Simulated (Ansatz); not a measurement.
Input for Ansatz (development build ahead of 0.2.0):

```yaml
crystal:
  periodic: [false, false, false]
  atoms:
    - { symbol: O, position_ang: [0.84944, 1.30306, 0.41481] }
    - { symbol: H, position_ang: [1.12361, 1.1792, 1.30996] }
    - { symbol: H, position_ang: [0.36138, 0.5182, 0.1972] }
    - { symbol: O, position_ang: [-0.70896, -1.10135, -0.39325] }
    - { symbol: H, position_ang: [-0.31773, -1.50349, -1.15504] }
    - { symbol: H, position_ang: [-1.58063, -0.84661, -0.65857] }
basis:
  gaussian: { orbitals: def2-SVP }
magnetization:
  spin_polarized: true
  initial_magnetization: 2
hamiltonian:
  xc: hf
output:
  forces: true
```

The input is written out in the form of the current development build from the run's settings.

Results

* Converged: yes
* Total energy: -151.67049 hartree
* Spin squared of the determinant: 2.006
* Stability test: minimum

Forces (eV/Å):
```csv
atom,Fx,Fy,Fz
O1,-1.018,3.219,-7.104
H2,2.451,-0.928,7.759
H3,-1.424,-2.349,-0.553
O4,0.091,0.231,-0.078
H5,0.007,-0.117,-0.036
H6,-0.108,-0.057,0.011
```
